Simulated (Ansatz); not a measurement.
This geometry of BH4N + H (7 atoms, charge 0, multiplicity 2) is a first-order saddle point.

Computed with Ansatz, UKS B3LYP/def2-mTZVP.

```xyz
7
Properties=species:S:1:pos:R:3
B 0.019 0.142 -0.106
H -0.044 -0.170 1.425
H 1.007 0.451 -0.691
N -1.224 0.019 -0.686
H -2.052 -0.245 -0.167
H -1.415 0.179 -1.668
H -0.204 -0.375 2.282
```

Task: Which two structures does it join? (They come from a converged band through this point; their orientation in space is the band's.)

Result: Bonds broken: B1–H2. Bonds formed: H2–H7. BH4N + H becomes BH3N + H2.

Image 0:

```xyz
7
Properties=species:S:1:pos:R:3
B -0.009 0.110 -0.322
H 0.124 -0.112 0.841
H 0.911 0.412 -1.016
N -1.275 0.014 -0.886
H -2.102 -0.234 -0.362
H -1.466 0.192 -1.861
H -0.097 -0.383 3.995
```

Image 8:

```xyz
7
Properties=species:S:1:pos:R:3
B -0.160 -0.066 -0.649
H 0.260 -0.296 2.817
H 0.846 0.418 -1.057
N -1.391 0.029 -1.259
H -2.231 -0.394 -0.889
H -1.559 0.530 -2.126
H 0.322 -0.220 3.553
```

Task: How far does it lie above each of them?

Result: 8.3 kcal/mol above the first and 6.5 kcal/mol above the second. This is the barrier of this one path; another mechanism may lie lower.

Time of the run: 4.5 min on 1 thread of Arm Neoverse V1, on a shared host, peak memory 0.12 GiB.
